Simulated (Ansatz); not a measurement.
**Si2 (triplet): RPA-PBE over vertical spin and charge gaps, cc-pVTZ**

Aim: run Si2 (triplet) with these functionals over vertical spin and charge gaps, and hold them against the top wave-function level at the same points.

Method: cc-pVTZ, all electrons in the functionals, frozen cores in the correlation of double hybrids and RPA; program: Ansatz 0.2.0, Gaussian basis.

Plan: RPA-PBE, at charge 0, triplet; charge 0, singlet; charge 0, quintet; charge 1, doublet; charge 1, quartet.

15 further runs of the same task are left out: 2 that didn't finish, 13 set aside as unsound or not needed.

### Step 1. The geometry

The geometry is a PBE0/def2-TZVP stationary point (not a proven minimum).

2 atoms, charge 0, spin multiplicity 3.

Atoms are counted from 1 here; the program's logs count them from 0.

Bond lengths: Si1–Si2 2.255 Å.

No dispersion term is added.

The geometry shown and the zero of energy belong to the point charge 0, triplet. The yardstick, UCCSDT(Q), and other wave-function levels (R restricted, U unrestricted, valence and pair active spaces) come from earlier runs.

### Step 2. RPA-PBE, charge 0, triplet

in.yaml

```yaml
crystal:
  periodic: [false, false, false]
  atoms:
    - {symbol: Si, position_ang: [0.000000, 0.000000, 0.000000]}
    - {symbol: Si, position_ang: [0.000000, 0.000000, 2.254714]}
basis:
  gaussian: {orbitals: cc-pVTZ}
magnetization: {spin_polarized: true, initial_magnetization: 2}
hamiltonian: {xc: {name: PBE}}
correlation: {method: rpa, electrons: outside_noble_gas}
```

Run with:

```bash
$ ansatz run in.yaml --threads 1 --pin off --events-out ev --progress --plain --max-ram 2393MiB
```

Log:

```text
Functional definition: PBE
  name "PBE"
  cite "Perdew, Burke & Ernzerhof, Phys. Rev. Lett. 77, 3865 (1996) doi:10.1103/PhysRevLett.77.3865"
  parent pbe
  parameter kappa = 0.804
  parameter beta = 0.06672455060314922
  exchange = pbe_x(kappa = kappa, mu = beta*pi^2/3)
  correlation = pbe_c(beta = beta)
419 factors; integrals over basis functions are off by at most 1.0e-3 eV
mean field evaluation 1: about -15743.4974 eV, gradient 7.5e0 eV
mean field evaluation 2: about -15743.4930 eV, gradient 7.5e0 eV
mean field evaluation 4: about -15744.0107 eV, gradient 7.9e-1 eV
mean field evaluation 8: about -15744.0151 eV, gradient 5.3e-3 eV
mean field evaluation 16: about -15740.4067 eV, gradient 5.2e0 eV
mean field evaluation 32: about -15744.0099 eV, gradient 2.6e-1 eV
mean field evaluation 64: about -15744.0131 eV, gradient 4.4e-2 eV
mean field evaluation 96: about -15743.9968 eV, gradient 2.5e-1 eV
mean field evaluation 128: about -15743.9190 eV, gradient 2.6e-2 eV
mean field -15744.01512231 eV, -578.5818840680 hartree, gradient 4.2e-6 eV, S^2 2.006509; 12 other end points of the search recorded, 0 dependent functions left out
10 core orbitals not correlated: weight in the atoms' cores, before any rotation towards them, 1.000 or more for the frozen orbitals, at most 0.000 for the correlated occupied ones
reference -15721.63248529 eV, -577.7593373293 hartree; 5, 3 occupied and 53, 55 virtual orbitals, 419 factors
Total energy: -15730.62707774 eV, -578.0898825048 hartree
```

It took 8.5 s on 1 thread of Arm Neoverse V2, shared host.

From the report: ⟨S²⟩ of the determinant 2.007 (pure triplet: 2.00).

### Step 3. RPA-PBE, charge 0, singlet

in.yaml, as its differences from that of step 2:

```diff
@@ -7,3 +7,3 @@
   gaussian: {orbitals: cc-pVTZ}
-magnetization: {spin_polarized: true, initial_magnetization: 2}
+magnetization: {spin_polarized: true, initial_magnetization: 0}
 hamiltonian: {xc: {name: PBE}}
```

The command is unchanged.

Log, cut to the lines that bear on the results:

```text
Functional definition: PBE
  name "PBE"
  cite "Perdew, Burke & Ernzerhof, Phys. Rev. Lett. 77, 3865 (1996) doi:10.1103/PhysRevLett.77.3865"
  parent pbe
[...]
419 factors; integrals over basis functions are off by at most 1.0e-3 eV
[...]
mean field -15743.82450987 eV, -578.5748791903 hartree, gradient 1.8e-10 eV, S^2 1.010425; 25 other end points of the search recorded, 0 dependent functions left out
10 core orbitals not correlated: weight in the atoms' cores, before any rotation towards them, 1.000 or more for the frozen orbitals, at most 0.000 for the correlated occupied ones
reference -15721.32263743 eV, -577.7479506305 hartree; 4, 4 occupied and 54, 54 virtual orbitals, 419 factors
Total energy: -15730.42040797 eV, -578.0822875310 hartree
```

It took 46 s on 1 thread of Arm Neoverse V2, shared host.

From the report: ⟨S²⟩ of the determinant 1.010 (pure singlet: 0.00). The determinant is far from a pure spin state, so its energy mixes those of several spin states (harmless only where they are near-degenerate, as at dissociation).

From charge 0, triplet: +0.207 eV.

### Step 4. RPA-PBE, charge 0, quintet

in.yaml, as its differences from that of step 3:

```diff
@@ -7,3 +7,3 @@
   gaussian: {orbitals: cc-pVTZ}
-magnetization: {spin_polarized: true, initial_magnetization: 0}
+magnetization: {spin_polarized: true, initial_magnetization: 4}
 hamiltonian: {xc: {name: PBE}}
```

The command is unchanged.

Log, cut to the lines that bear on the results:

```text
Functional definition: PBE
  name "PBE"
  cite "Perdew, Burke & Ernzerhof, Phys. Rev. Lett. 77, 3865 (1996) doi:10.1103/PhysRevLett.77.3865"
  parent pbe
[...]
419 factors; integrals over basis functions are off by at most 1.0e-3 eV
[...]
mean field -15742.49647682 eV, -578.5260748757 hartree, gradient 4.4e-6 eV, S^2 6.001651; 2 other end points of the search recorded, 0 dependent functions left out
10 core orbitals not correlated: weight in the atoms' cores, before any rotation towards them, 1.000 or more for the frozen orbitals, at most 0.000 for the correlated occupied ones
reference -15720.68742333 eV, -577.7246069428 hartree; 6, 2 occupied and 52, 56 virtual orbitals, 419 factors
Total energy: -15729.00656345 eV, -578.0303297033 hartree
```

Run time: 1.7 s. Hardware: 1 thread of Arm Neoverse V2, shared host.

From the report: ⟨S²⟩ of the determinant 6.002 (pure quintet: 6.00).

From charge 0, triplet: +1.621 eV.

### Step 5. RPA-PBE, charge 1, doublet

in.yaml, as its differences from that of step 4:

```diff
@@ -7,3 +7,4 @@
   gaussian: {orbitals: cc-pVTZ}
-magnetization: {spin_polarized: true, initial_magnetization: 4}
+total_charge: 1
+magnetization: {spin_polarized: true, initial_magnetization: 1}
 hamiltonian: {xc: {name: PBE}}
```

The command is unchanged.

Log, cut to the lines that bear on the results:

```text
Functional definition: PBE
  name "PBE"
  cite "Perdew, Burke & Ernzerhof, Phys. Rev. Lett. 77, 3865 (1996) doi:10.1103/PhysRevLett.77.3865"
  parent pbe
[...]
419 factors; integrals over basis functions are off by at most 1.0e-3 eV
[...]
mean field -15735.87900873 eV, -578.2828874091 hartree, gradient 3.0e-9 eV, S^2 1.772584; 14 other end points of the search recorded, 0 dependent functions left out
10 core orbitals not correlated: weight in the atoms' cores, before any rotation towards them, 1.000 or more for the frozen orbitals, at most 0.000 for the correlated occupied ones
reference -15714.25990655 eV, -577.4884000579 hartree; 4, 3 occupied and 54, 55 virtual orbitals, 419 factors
Total energy: -15722.19050807 eV, -577.7798442880 hartree
```

Run time: 17 s. Hardware: 1 thread of Arm Neoverse V2, shared host.

From the report: ⟨S²⟩ of the determinant 1.773 (pure doublet: 0.75). The determinant is far from a pure spin state, so its energy mixes those of several spin states (harmless only where they are near-degenerate, as at dissociation).

From charge 0, triplet: +8.437 eV.

### Step 6. RPA-PBE, charge 1, quartet

in.yaml, as its differences from that of step 5:

```diff
@@ -8,3 +8,3 @@
 total_charge: 1
-magnetization: {spin_polarized: true, initial_magnetization: 1}
+magnetization: {spin_polarized: true, initial_magnetization: 3}
 hamiltonian: {xc: {name: PBE}}
```

Same command.

Log, cut to the lines that bear on the results:

```text
Functional definition: PBE
  name "PBE"
  cite "Perdew, Burke & Ernzerhof, Phys. Rev. Lett. 77, 3865 (1996) doi:10.1103/PhysRevLett.77.3865"
  parent pbe
[...]
419 factors; integrals over basis functions are off by at most 1.0e-3 eV
[...]
mean field -15736.21931203 eV, -578.2953933246 hartree, gradient 2.4e-6 eV, S^2 3.750386; 0 other end points of the search recorded, 0 dependent functions left out
10 core orbitals not correlated: weight in the atoms' cores, before any rotation towards them, 1.000 or more for the frozen orbitals, at most 0.000 for the correlated occupied ones
reference -15714.54657293 eV, -577.4989348528 hartree; 5, 2 occupied and 53, 56 virtual orbitals, 419 factors
Total energy: -15722.50114299 eV, -577.7912599109 hartree
```

Wall time 1.3 s (1 thread of Arm Neoverse V2, shared host).

From the report: ⟨S²⟩ of the determinant 3.750 (pure quartet: 3.75).

From charge 0, triplet: +8.126 eV.

### Step 7. The comparison

The yardstick is UCCSDT(Q), where the cluster series has nearly closed. It comes from earlier runs at the same points. Energies in eV, counted from charge 0, triplet; blanks weren't run or aren't comparable.

```tsv
level	triplet to singlet	triplet to quintet	ionisation to the doublet cation	ionisation to the quartet cation
UCCSDT(Q)		1.487		7.792
RPA-PBE	0.207	1.621	8.437	8.126
```

Largest miss and mean time a point (UCCSDT(Q) took 54 s a point; shared hosts):

```tsv
level	largest miss (eV)	where	time a point
RPA-PBE	+0.333	ionisation to the quartet cation	15 s
```

### Step 8. What came out

| quantity | value |
| --- | --- |
| triplet to quintet, UCCSDT(Q) | 1.487 eV |
| ionisation to the quartet cation, UCCSDT(Q) | 7.792 eV |
| largest miss, RPA-PBE | +0.333 eV (ionisation to the quartet cation) |

What this shows: Misses are known at 2 of 4 points at best, and only functionals with that many are ranked. RPA-PBE strays by up to 0.333 eV, at ionisation to the quartet cation. RPA-PBE clearly breaks the spin symmetry at some points (⟨S²⟩ up to 1.02 above the pure value), so energy there is bought with a mixed spin. Functionals and the yardstick converge differently with the basis, so part of each miss in cc-pVTZ is the basis. The program flags that the yardstick's amplitudes may have other solutions at some points.
